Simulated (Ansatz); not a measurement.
Geometry optimisation, RKS r2SCAN/6-31G* (Ansatz).

Input:

```yaml
crystal:
  periodic: [false, false, false]
  atoms:
    - { symbol: Al, position_ang: [-0.921955, -0.018719, 0.771497] }
    - { symbol: H, position_ang: [1.748234, -0.030502, 1.448546] }
    - { symbol: Cl, position_ang: [2.481992, 0.042665, 0.327337] }
    - { symbol: C, position_ang: [-1.804389, -0.000311, -1.010728] }
    - { symbol: H, position_ang: [-2.436436, -0.892184, -1.15373] }
    - { symbol: H, position_ang: [-2.465664, 0.87437, -1.125535] }
    - { symbol: H, position_ang: [-1.090482, 0.02468, -1.848888] }
basis:
  gaussian: { orbitals: "6-31G*" }
hamiltonian:
  xc: r2scan
relax:
  f_tol: 0.03
  max_steps: 50
```

Launched with:

```bash
$ ansatz run input.yaml --threads 1 --pin off --max-ram 2048MiB --backend cpu --events-out ev --progress --plain --runs-dir out
```

Q: Where does it end, and by what steps?

A: The forces met the threshold. The force dipped under the threshold on the way, but the program's further checks kept it going. After 20 steps the energy has fallen by 0.156 eV; Cl3 moved furthest, 1.44 Å.

```tsv
step	energy less start (eV)	largest force component (eV/Å)	accepted
0	0.0000	0.866	yes
1	-0.0184	0.862	yes
2	-0.0622	0.669	yes
3	-0.0696	0.433	yes
4	-0.0891	0.211	yes
5	-0.0992	0.351	yes
6	-0.1115	0.272	yes
7	-0.1225	0.255	yes
8	-0.1360	0.062	yes
9	-0.1397	0.430	yes
10	-0.1369	0.282	no
11	-0.1482	0.132	yes
12	-0.1525	0.017	yes
13	-0.1539	0.164	yes
14	-0.1271	0.626	no
15	-0.1560	0.006	yes
16	-0.1556	0.107	no
17	-0.1562	0.007	yes
18	-0.1564	0.035	yes
19	-0.1563	0.023	no
20	-0.1564	0.001	yes
```

```xyz
7
Properties=species:S:1:pos:R:3
Al -0.282 0.000 -0.169
H 1.896 0.004 1.008
Cl 3.067 0.007 1.638
C -2.020 -0.002 -1.118
H -2.615 -0.901 -0.891
H -2.641 0.866 -0.847
H -1.894 0.027 -2.212
```

Whether the end is a true minimum wasn't checked by a vibrational analysis.

The run took 56 s on 1 thread of Intel(R) Xeon(R) Platinum 8259CL CPU @ 2.50GHz (Skylake/Cascade Lake) (shared host), peak memory 0.16 GiB.
